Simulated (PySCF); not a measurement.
Species: C2HNS.
Bonds: N1–C2 (triple), C2–C3, C3–S4 (double). Hydrogens: H5 on C3.

Level: PBE0/pcSseg-1 and CAM-B3LYP/def2-SVPD in PySCF, non-relativistic, on one gas-phase PBE0-D3(BJ)/def2-SVP geometry that isn't relaxed in the solvent. The solvent is an IEF-PCM continuum (cavity from Bondi-type radii × 1.2). Only the electrostatic response of the medium enters.

Gas phase at PBE0/pcSseg-1: HOMO -7.74 eV, LUMO -3.99 eV, dipole 2.53 D.

**Question.** What does the continuum do to the energy, the frontier levels and the dipole at PBE0/pcSseg-1 in chloroform and acetonitrile?

**Answer.** 
| solvent | ε | E(solvent) − E(gas) (kcal/mol) | polarisation term (kcal/mol) | distortion of the solute (kcal/mol) | HOMO (eV) | LUMO (eV) | dipole (D) |
| --- | --- | --- | --- | --- | --- | --- | --- |
| chloroform | 4.711 | -3.30 | -3.82 | 0.52 | -7.58 | -3.80 | 3.08 |
| acetonitrile | 35.69 | -4.59 | -5.62 | 1.03 | -7.54 | -3.74 | 3.29 |

Polarisation term: ½ Σ q·V over the induced surface charges. Distortion: the rise of the solute's own energy as its density leaves the gas-phase optimum. From chloroform to acetonitrile the lowering changes by a factor 1.39, Onsager's factor (ε − 1)/(2ε + 1) by 1.35 and ε itself by 7.6.

**Question.** Which radius a makes the point-dipole formula ΔE = −[(ε − 1)/(2ε + 1)]·μ²/a³ give the value in acetonitrile, with the gas-phase dipole?

**Answer.** μ = 0.997 au and |ΔE| = 0.00732 Eh give a = 2.13 Å; the farthest nucleus lies 2.06 Å from the centroid of the nuclei. The formula assumes a rigid point dipole at the centre of a sphere.

**Question.** Which Hirshfeld charges (PBE0/pcSseg-1) respond most in acetonitrile (means over atoms taken as equivalent)?

**Answer.** 
```
atoms          environment  gas (e)  solvent (e)  change
   N1     nitrile nitrogen   -0.169       -0.218  -0.049
   H5   hydrogen on carbon   +0.074       +0.096  +0.022
   C2       nitrile carbon   +0.078       +0.097  +0.019
   C3  thiocarbonyl carbon   +0.015       +0.032  +0.017
   S4  thiocarbonyl sulfur    0.000       -0.006  -0.006
```

**Question.** How do the nuclear quadrupole coupling constants eQVzz/h respond in acetonitrile?

**Answer.** 
```json
{"nucleus": "14N at N1", "Q (barn)": "0.02044", "gas (MHz)": "-4.82", "solvent (MHz)": "-4.47", "η gas": "0.28", "η solvent": "0.27"}
{"nucleus": "33S at S4", "Q (barn)": "-0.06781", "gas (MHz)": "55.67", "solvent (MHz)": "54.85", "η gas": "0.42", "η solvent": "0.42"}
```

Gas phase at CAM-B3LYP/def2-SVPD: HOMO -9.12 eV, LUMO -2.89 eV, dipole 2.66 D.

**Question.** What does the continuum do to the energy, the frontier levels and the dipole at CAM-B3LYP/def2-SVPD in chloroform and acetonitrile?

**Answer.** 
| solvent | ε | E(solvent) − E(gas) (kcal/mol) | polarisation term (kcal/mol) | distortion of the solute (kcal/mol) | HOMO (eV) | LUMO (eV) | dipole (D) |
| --- | --- | --- | --- | --- | --- | --- | --- |
| chloroform | 4.711 | -3.61 | -4.21 | 0.60 | -8.95 | -2.69 | 3.27 |
| acetonitrile | 35.69 | -5.04 | -6.22 | 1.18 | -8.90 | -2.63 | 3.51 |

**Question.** How does the static polarisability (CAM-B3LYP/def2-SVPD, frozen core, with the continuum's full static response) change?

**Answer.** 
```tsv
medium	isotropic (au)	principal values (au)	⟨r²⟩ of the electrons (bohr²)
gas	49.8	32.6, 41.5, 75.4	380.2
chloroform	62.4	39.4, 51.2, 96.6	381.2
acetonitrile	68.0	42.9, 56.0, 105.1	381.6
```

The isotropic value in acetonitrile is 1.37 times the gas-phase one; no cavity-field correction is applied. ⟨r²⟩ is taken about the centre of nuclear charge.
